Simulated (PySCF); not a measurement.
Compound: ClF.
Structure used (PBE0-D3(BJ)/def2-TZVP), in Å, numbered top down from 1:
```xyz
2
ClF angstrom
F      0.8184   -0.0286    0.0016
Cl    -0.8010   -0.0002   -0.0137
```

Method: TDDFT CAM-B3LYP/aug-cc-pVTZ, vertical, gas phase, core orbitals frozen in the response in PySCF 2.14.0, density-fitted response routines. Geometry: PBE0-D3(BJ)/def2-TZVP; no solvent, vibrations or thermal averaging.

Transition dipole moments from the ground state, in atomic units and in the frame of the coordinates above (overall signs are arbitrary), for the states with f of 0.002 or more among the lowest 6:

```csv
state,E (eV),μx,μy,μz
S3,8.594,0.002,0.117,-0.006
S4,8.594,-0.001,0.006,0.117
S5,9.050,-0.003,0.131,0.562
S6,9.050,0.011,0.561,-0.131
```

Task: Work out the oscillator strengths.

Result: f = (2/3) ΔE |μ|² with ΔE in hartree (27.2114 eV).

```csv
state,|μ|² (au),|μ| (D),f
S3,0.014,0.30,0.003
S4,0.014,0.30,0.003
S5,0.333,1.47,0.074
S6,0.332,1.47,0.074
```

Task: The point group is C∞v. Which irreducible representation does each state belong to?

Result: The ground state is totally symmetric, so the direction of μ fixes the label. Polarised across the molecular axis, so Π: S3, S4, S5 and S6.

Task: What peak molar absorption coefficient would the strongest computed level give as a lone Gaussian band 0.5 eV wide at half height?

Result: ε(max) = 2.175×10⁸ f / FWHM, with the width in cm⁻¹. S5/S6 (f summed): 2.175×10⁸ × 0.1474 / 4033 ≈ 8000 L mol⁻¹ cm⁻¹.

S3/S4 and S5/S6 coincide within about 0.01 eV; within a degenerate level the directions of the single components are arbitrary.
